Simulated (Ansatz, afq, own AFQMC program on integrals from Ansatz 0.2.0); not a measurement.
Two steps: Ansatz 0.2.0 writes the Fock matrix and Cholesky factors of the valence space, and afq projects on them the lowest state that overlaps trial and start.

```yaml
crystal:
  periodic: [false, false, false]
  atoms:
    - {symbol: B, position_ang: [0.000579, 0.023076, -0.023381]}
    - {symbol: H, position_ang: [-0.015004, 0.884503, 0.826452]}
    - {symbol: H, position_ang: [-0.029269, -1.166709, 1.182089]}
    - {symbol: H, position_ang: [0.021902, 0.873043, -0.884552]}
    - {symbol: H, position_ang: [0.016162, -0.838350, -0.873213]}
basis:
  gaussian: {orbitals: cc-pVDZ}
total_charge: 1
magnetization: {spin_polarized: true, initial_magnetization: 0}
correlation: {method: ccsd_t, electrons: outside_noble_gas, hamiltonian_folder: ham}
```

```sh
$ ansatz run in.yaml --threads 1 --pin off --events-out ev --progress --plain --max-ram 1382MiB
```

afq runs on the folder ham with

```
--method phaseless --trial cisd --walkers 60 --populations 1 --least-time 40 --time-step 0.005 --steps-per-block 50 --equilibration-blocks 40 --max-blocks 300 --target-error 0.00058 --factor-cut 1e-05 --start spin_pure --seed 8294 --release-times 0.24,0.51,0.99,1.62,2.4 --release-step 0.03 --release-every 4 --taylor-order 6
```

Times are imaginary, in 1/Eh. The walk had a cap of 640 s.

Output of the walk:

```
orbitals 33  electrons 3 3  factors 256 of 305
reference energy -26.50661692 Eh
CCSD correlation -0.13716469 Eh in 12 cycles, weight of the determinant in the CISD state 0.8199
energy of the start -26.635456 Eh
 block  time / (1/Eh)  mean weight  energy / Eh
     1     0.250  0.9971  -26.638878
     2     0.500  1.0010  -26.640722
     3     0.750  1.0003  -26.642437
     4     1.000  1.0011  -26.644476
     5     1.250  0.9992  -26.644425
     8     2.000  1.0000  -26.646586
    11     2.750  0.9992  -26.645832
    26     6.500  0.9971  -26.647420
    41    10.250  1.0001  -26.650552
    56    14.000  1.0019  -26.648089
    71    17.750  0.9995  -26.650190
    86    21.500  1.0008  -26.649500
   101    25.250  1.0003  -26.646885
   116    29.000  1.0011  -26.650080
   131    32.750  0.9979  -26.650437
   146    36.500  1.0012  -26.644794
   161    40.250  0.9995  -26.649259
   176    44.000  0.9982  -26.644926
   191    47.750  0.9989  -26.655428
   196    49.000  0.9990  -26.647060
blocks merged  error / Eh  count
     1  0.000158  160
     2  0.000195  80
     4  0.000249  40
     8  0.000297  20
    16  0.000243  10
released: time / (1/Eh)  energy / Eh  error  mean overlap
  0.24  -26.648846  0.000360  1.0066
  0.51  -26.649243  0.000312  0.9964
  0.99  -26.649067  0.000307  0.9958
  1.62  -26.648861  0.000428  1.0080
  2.40  -26.648822  0.000435  1.0256
energy -26.648630 +/- 0.000297 Eh
(rows thinned)
```

The run passed its tests (sampling time, drift between the halves within three errors, error under three times the target), which doesn't prove that it has relaxed.

Against this walk (error 8.1 meV) on the same determinant: CCSD(T) 25.0 meV higher, CCSDT(Q) 6.3 meV lower (within the noise), full CI 8.2 meV lower (within the noise). The error is statistical and leaves out the bias of the constraint. The determinant has ⟨S²⟩ = 0.28, so the low cluster orders mix in higher spin, while the walk starts as a pure singlet. Released to 2.40 1/Eh the energy moves by -5 ± 14 meV (both errors), within twice the noise. The determinant is a poor start (see the cautions), so the low cluster orders aren't to be relied on, and full CI is the sure value.

Cautions: constraint bias not in the error; strong correlation (T1 0.083, weight of the determinant 0.82, largest double 0.20); unrestricted determinant spin contaminated (⟨S²⟩ 0.28 against 0.00); the bias of populations of 60 walkers isn't removed.

The walk took 6 min on 1 thread of Intel(R) Xeon(R) Processor @ 2.50GHz (Skylake/Cascade Lake) (shared host). The log's last line is the phaseless energy.

CCSDT and higher add their correlation energy to the determinant of the CCSD(T) run, since their own runs factorise the integrals more tightly (a shift of under 2 meV). A walk keeps the symmetry of its determinant, which the program's search chose and which needn't be the lowest solution, so a lower state of the same spin and another symmetry isn't excluded.
